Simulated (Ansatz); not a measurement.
Write a Python script for Ansatz 0.2.0 through its Python package that makes a composite energy at a relaxed geometry of CHN, SMILES [C-]#[NH+]. Level of theory (for the species named): r2SCAN, def2-SVP basis, multiplicity 1.

The script reads `chn.xyz`:
```text
3

C     1.10350    0.18940    0.00000
N    -0.04970   -0.00850    0.00000
H    -1.05380   -0.18090    0.00000
```

Script `composite_chn.py`:
```python
# -*- coding: utf-8 -*-
'''A composite energy for CHN: DFT geometry, MP2 basis limit, coupled-cluster correction.'''

from dataclasses import dataclass

import ansatz
import numpy as np


@dataclass(frozen=True)
class Options:
    basis_set: str = 'def2-SVP'
    functional: str = 'r2scan'


settings = Options()

system = ansatz.Crystal.molecule_from_extxyz('chn.xyz')

calc = system.calculation()
calc = calc.basis(gaussian=settings.basis_set)
calc = calc.functional(settings.functional)
symbols = [site.symbol for site in system.cartesian_sites]
start = np.array([site.position_ang for site in system.cartesian_sites], dtype=float)
report = calc.relax(force_tolerance=0.01).run(threads=1, backend='cpu').report
end = np.array(report['positions_ang'])
print('final positions (A) and the move of each atom')
for symbol, xyz, old in zip(symbols, end, start):
    print(f'{symbol:2s} {xyz[0]:10.5f} {xyz[1]:10.5f} {xyz[2]:10.5f}   {np.linalg.norm(xyz - old):7.4f}')

minimum = ansatz.Crystal.molecule()
for symbol, place in zip(symbols, end):
    minimum = minimum.atom(symbol, place.tolist())
at_minimum = minimum.calculation()
# MP2 extrapolated to the basis limit, plus the small-basis difference CCSD(T) - MP2
level = lambda method, basis: at_minimum.basis(gaussian=basis).correlation(method).run(threads=1, backend='cpu').report
small, large, cluster = level('mp2', 'cc-pVDZ'), level('mp2', 'cc-pVTZ'), level('ccsd_t', 'cc-pVDZ')
corr = lambda each: (each['free_energy_ev'] - each['reference_energy_ev']) / 27.211386246
mp2_limit = (27 * corr(large) - 8 * corr(small)) / 19
pieces = {'HF / cc-pVTZ': large['reference_energy_ev'] / 27.211386246, 'MP2 correlation, DZ-TZ limit': mp2_limit, 'CCSD(T) - MP2 / cc-pVDZ': corr(cluster) - corr(small)}
for name, value in pieces.items():
    print(f'{name:32s} {value:14.6f} Ha')
print(f'{"sum":32s} {sum(pieces.values()):14.6f} Ha')
print('T1 diagnostic', round(cluster['correlation']['coupled_cluster']['t1_diagnostic'], 4))
```

```console
$ python composite_chn.py
final positions (A) and the move of each atom
C     1.10302    0.18932   -0.00000    0.0005
N    -0.05589   -0.00957    0.00000    0.0063
H    -1.04713   -0.17975   -0.00000    0.0068
HF / cc-pVTZ                         -92.891065 Ha
MP2 correlation, DZ-TZ limit          -0.359464 Ha
CCSD(T) - MP2 / cc-pVDZ               -0.025609 Ha
sum                                  -93.276139 Ha
T1 diagnostic 0.0174
```

What to keep in mind:
- These settings explore the input space; basis and method may be short of convergence.
- The sum leaves out core correlation, relativity, the Hartree-Fock basis error and zero-point energy; a DZ-TZ extrapolation is rough.
- Inner cores stay frozen, so this is valence correlation.
- An extrapolation from small basis sets is rough.
- Finished in 4.2 s on 1 thread of Arm Neoverse V1, on a shared host, peak memory 0.17 GiB.
